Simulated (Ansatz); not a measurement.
SiC, quintet: the ladder up to full CI

Geometry: that of the SiC, triplet, kept fixed. The singlet lies 1.8 eV lower here.

```xyz
2

Si    0.0000    0.0000    0.0000
C     0.0000    0.0000    1.7100
```

Basis cc-pVDZ; Ansatz 0.2.0. Correlated methods freeze the noble-gas cores, which leaves 8 electrons in 26 orbitals. Prefix R: restricted or restricted open-shell reference; prefix U: unrestricted. Active spaces: valence = (8e, 8o) chosen from the atoms' valence shells.

Full CI is exact within this basis and frozen core; it isn't the basis-set limit. The frozen core follows each run's orbitals, which can shift R against U totals by a few meV.

For open shells CISD and CISDTQ are restricted-active-space CI with the open shells as a complete middle space.

```
UHF ⟨S²⟩                          : 6.018
T1 diagnostic (RCCSD)             : 0.0483
largest doubles amplitude (RCCSD) : 0.099
T1 diagnostic (UCCSD)             : 0.0495
```

| level | E − E(full CI) (kcal/mol) | share of correlation (%) | wall time |
| --- | --- | --- | --- |
| RHF | 99.98 | 0.00 | – |
| UHF | 96.94 | 3.04 | – |
| RMP2 | 26.01 | 73.98 | – |
| UMP2 | 26.48 | 73.52 | – |
| CISD | 7.79 | 92.20 | 1.6 s |
| RCCSD | 4.19 | 95.81 | – |
| UCCSD | 4.15 | 95.84 | – |
| RCCSD(T) | 1.12 | 98.88 | 1.5 s |
| UCCSD(T) | 1.12 | 98.88 | 1.4 s |
| BCCD(T) | 1.04 | 98.96 | 1.4 s |
| RCCSDT | 0.21 | 99.79 | – |
| UCCSDT | 0.19 | 99.81 | – |
| CISDTQ | 0.14 | 99.86 | 22 s (H100) |
| RCCSDT(Q) | 0.02 | 99.98 | 4.5 s |
| UCCSDT(Q) | -0.01 | 100.01 | 3.9 s |
| RCCSDTQ | -0.01 | 100.01 | 21 s (H100) |
| UCCSDTQ | -0.03 | 100.03 | 20 s (H100) |
| CASSCF (valence space) | 76.19 | 23.80 | – |
| NEVPT2 (valence space) | 18.00 | 82.00 | 1 s |
| MRCISD (valence space) | 5.27 | 94.73 | – |
| MRCISD+Q (valence space) | 0.44 | 99.56 | 1.6 s |
| MRCISD+Q(relaxed) (valence space) | -0.78 | 100.78 | 1.9 s |

The correlation energy at full CI, counted from RHF, is -4.335 eV. That run took 34 s on 2 threads of AMD EPYC 7R13 with a shared H100 80 GB, shared host over 18,705,764 determinants.

Times hold each run's SCF and search for its determinant on a shared host, so for small cases they say little of a method's own cost; rows without a card ran on 1 thread of AMD EPYC 7R13.

More than 5 meV below full CI, which no variational method can be: MRCISD+Q(relaxed) (valence space).

The full-CI state has the irrep B2 of C2v, in the program's axes (one component, if the state is degenerate).

Natural occupations of full CI about the gap: 1.956 1.893 1.006 0.994 0.982 0.977 0.064 0.029 0.014 0.011; effectively unpaired electrons, Σ n²(2−n)², 4.07.
